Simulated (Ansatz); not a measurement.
Four-centre ligand exchange

Start structure (BH$_{4}$ClO, closed shell), relaxed at PBE0-D4/def2-TZVP:

```tsv
atom	x (Å)	y (Å)	z (Å)
B1	-0.1503	-0.5655	0.3747
Cl2	1.6494	-0.9072	0.1808
H3	-0.8394	-1.3306	-0.2362
H4	-0.4542	-0.2876	1.4988
H5	0.2318	1.5086	-0.0418
O6	-0.3682	0.8577	-0.4329
H7	-0.0691	0.7246	-1.3435
```

The step: BH₂Cl ([BH2][Cl]) + H₂O → BH₃O ([BH2][OH]) + HCl; bonds formed: Cl2–H5; dative contacts that become bonds: B1–O6; bonds broken: B1–Cl2, H5–O6. Ansatz 0.2.0; basis: def2-TZVPP and def2-QZVPP; cores frozen in the correlated methods. Extrapolation: Hartree–Fock as exp(−7.88 √X), correlation as X^−2.97. Energies below are by CCSD(T) at an estimated basis limit (MP2 extrapolated from triple and quadruple zeta, plus CCSD(T) − MP2 in triple zeta).

(1) What are the electronic barrier and the energy of the step, from the start structure to the end structure? (An estimate is asked for; the value comes from the calculation.)

No T1 diagnostic of these runs exceeds 0.013.

Results:

(1) The calculation gives: Barrier 83.9 kJ/mol; step energy -9.1 kJ/mol (downhill); reverse barrier, their difference, 93.0 kJ/mol. Barrier and step energy count from the start structure, the reverse barrier from the end structure.

The saddle point: One imaginary mode of 984i cm⁻¹.
```
  pair  start (Å)  saddle (Å)  end (Å)
 B1–O6       1.65        1.48     1.35
Cl2–H5       2.81        1.49     1.29
B1–Cl2       1.84        2.23     4.15
 H5–O6       0.97        1.30     1.90
```

Zero-point energy (harmonic, PBE0-D4): ZPE is 130.2 kJ/mol at the start and 114.3 kJ/mol at the saddle, so the barrier goes from 83.9 to 67.9 kJ/mol.

First-order rate constant out of the start structure at 498 K by transition-state theory, with harmonic vibrational free energies alone and no tunnelling: ΔA‡ = 72.1 kJ/mol, so k = (kB T/h) exp(−ΔA‡/kB T) ≈ 10^5 s⁻¹ (an order of magnitude at best: rotation, the number of equivalent paths and anharmonicity are left out).

The step is the kind of ligand exchange by which a precursor binds to a hydroxyl group, or is hydrolysed, in atomic layer deposition of oxides.

Labels in which every atom is bracketed show which atoms are joined, not bond orders.

For scale, one of the runs: CCSD(T)/def2-TZVPP, 160 basis functions, launched by `ansatz run in.yaml --threads 2 --pin off --events-out ev --progress --plain --max-ram 4352MiB`. Time: 22 s of wall clock on 2 CPU threads of an Arm Neoverse V1; the host was shared. Peak host memory: 1.2 GiB.
